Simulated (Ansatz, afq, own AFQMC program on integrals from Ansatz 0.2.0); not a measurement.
AFQMC on a folder of integrals that Ansatz 0.2.0 wrote.

```yaml
crystal:
  periodic: [false, false, false]
  atoms:
    - {symbol: Cl, position_ang: [0.000000, 0.000000, -2.251867]}
    - {symbol: Al, position_ang: [0.000000, 0.000000, -0.161067]}
    - {symbol: Ga, position_ang: [0.000000, 0.000000, 2.412933]}
basis:
  gaussian: {orbitals: cc-pVDZ}
magnetization: {spin_polarized: true, initial_magnetization: 3}
correlation: {method: ccsd_t, electrons: outside_noble_gas, hamiltonian_folder: ham}
```

```sh
$ ansatz run in.yaml --threads 1 --pin off --events-out ev --progress --plain --max-ram 1382MiB
```

afq runs on the folder ham with

```
--method phaseless --trial cisd --walkers 60 --populations 1 --least-time 40 --time-step 0.005 --steps-per-block 50 --equilibration-blocks 28 --max-blocks 300 --target-error 0.00043 --factor-cut 1e-05 --start spin_pure --seed 5875 --release-times 0.24,0.51,0.99,1.62,2.4 --release-step 0.03 --release-every 4 --taylor-order 6
```

Times are imaginary, in 1/Eh. The walk had a cap of 1687 s. Filled inner d shells are frozen with the cores.

Output of the walk:

```
orbitals 39  electrons 8 5  factors 295 of 700
reference energy -2624.64216392 Eh
CCSD correlation -0.24030697 Eh in 13 cycles, weight of the determinant in the CISD state 0.8475
energy of the start -2624.880485 Eh
 block  time / (1/Eh)  mean weight  energy / Eh
     1     0.250  1.0005  -2624.877311
     2     0.500  0.9983  -2624.878833
     3     0.750  1.0004  -2624.881784
     4     1.000  1.0004  -2624.884094
     5     1.250  1.0005  -2624.883235
     8     2.000  0.9984  -2624.887767
    17     4.250  1.0002  -2624.891107
    33     8.250  1.0019  -2624.919718
    41    10.250  1.0006  -2624.902647
    65    16.250  0.9982  -2624.890216
    89    22.250  1.0002  -2624.889327
   113    28.250  0.9999  -2624.889221
   137    34.250  0.9999  -2624.886445
   161    40.250  0.9939  -2624.898322
   177    44.250  1.0006  -2624.884954
   185    46.250  1.0029  -2624.899990
   209    52.250  1.0002  -2624.890527
   233    58.250  1.0010  -2624.892755
   257    64.250  1.0010  -2624.894922
   281    70.250  1.0000  -2624.896089
   305    76.250  0.9982  -2624.889083
   321    80.250  1.0025  -2624.892886
blocks merged  error / Eh  count
     1  0.000316  300
     2  0.000402  150
     4  0.000529  75
     8  0.000608  37
    16  0.000577  18
    32  0.000465  9
released: time / (1/Eh)  energy / Eh  error  mean overlap
  0.24  -2624.892201  0.000582  1.0056
  0.51  -2624.891900  0.000511  1.0152
  0.99  -2624.892543  0.000664  1.0056
  1.62  -2624.892934  0.000709  1.0100
  2.40  -2624.893298  0.000651  1.0205
energy -2624.892439 +/- 0.000608 Eh
(rows thinned)
```

The run passed its tests (sampling time, drift between the halves within three errors, error under three times the target), which doesn't prove that it has relaxed.

Against this walk (error 16.5 meV) on the same determinant: CCSD(T) 45.3 meV higher, CCSDT(Q) 19.3 meV lower (within the noise). The error is statistical and leaves out the bias of the constraint. The released energies are still falling (meV from the phaseless value at times in 1/Eh: 6 ± 16 at 0.24, 15 ± 14 at 0.51, -3 ± 18 at 0.99, -13 ± 19 at 1.62, -23 ± 18 at 2.40), so they give no level.

Cautions: constraint bias not in the error; error above the target (16.5 against 11.7 meV); no relativity below Rb; no spin-orbit coupling; inner d shell frozen; lower spins were not checked.

The walk took 4.2 min on 1 thread of AMD EPYC 9R45 96-Core Processor (Zen 5) (shared host). The log's last line is the phaseless energy.

CCSDT and higher add their correlation energy to the determinant of the CCSD(T) run, since their own runs factorise the integrals more tightly (a shift of under 2 meV). A walk keeps the symmetry of its determinant, which the program's search chose and which needn't be the lowest solution, so a lower state of the same spin and another symmetry isn't excluded.
